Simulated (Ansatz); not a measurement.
`OF`. The species carries charge 0 and has multiplicity 1. Geometry: relaxed with PBE0-D4/def2-TZVP.

```xyz
3

O    -0.465   -0.219   -0.113
F     0.858   -0.100   -0.577
H    -0.393    0.319    0.690
```

What is the dipole moment at ωB97M-V/def2-TZVPP? (Estimate.)

Computed: 1.96 D, with components (-0.46, 0.93, 1.67) D in this frame, pointing from negative to positive charge.

And with PBE, r2SCAN, B3LYP? (Estimate.)

The calculation gave: PBE 1.88 D, r2SCAN 1.93 D, B3LYP 1.96 D.

Give the Mulliken charges with ωB97M-V, B3LYP, r2SCAN in def2-TZVPP. (Best estimate.)

The calculation gave: 
| atom | ωB97M-V | B3LYP | r2SCAN |
| --- | --- | --- | --- |
| O1 | -0.10 | -0.10 | -0.13 |
| F2 | -0.12 | -0.12 | -0.11 |
| H3 | 0.22 | 0.22 | 0.24 |

B3LYP here is the variant with VWN-RPA as its local correlation; programs differ in this.
